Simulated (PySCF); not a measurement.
Static polarisabilities and like-pair C6 coefficients by linear response at CAM-B3LYP/def2-SVPD (PySCF, frozen core in the response, non-relativistic, gas phase), PBE0-D3(BJ)/def2-SVP geometries, one conformer each; atomic units unless stated.

```csv
label,species,α,C6
P,`C=Cc1ccc(C=O)cc1` (C9H8O),117.4,4539
Q,`F[C@@H]1CC[SiH2][C@@H]1F` (C4H8F2Si),72.5,2263
R,`FCl` (ClF),18.1,155.8
S,`F[C@@H]1C[SiH2][C@@H](F)C1` (C4H8F2Si),72.6,2268
T,`Cc1cccc(C(=O)Cl)c1` (C8H7ClO),111.8,4638
U,`CC#Cc1cccc(O)c1` (C9H8O),115.7,4612
```

**Question.** Estimate the unlike-pair coefficients by the rule C6(AB) = 2·C6(AA)·C6(BB) / [C6(AA)·αB/αA + C6(BB)·αA/αB], and compare with the geometric mean, for PQ, PS, PU, QR, QU, RS, RT and TU.

**Answer.** 
```csv
pair,combination rule,geometric mean,ratio
PQ,3176,3205,0.991
PS,3180,3209,0.991
PU,4574,4575,1.000
QR,593,593.8,0.999
QU,3210,3230,0.994
RS,593.7,594.5,0.999
RT,843.3,850.1,0.992
TU,4621,4625,0.999
```

The rule is exact for one-pole polarisabilities and never exceeds the geometric mean; the two meet where both partners have the same effective excitation energy. These unlike-pair values are estimates, not computed integrals.
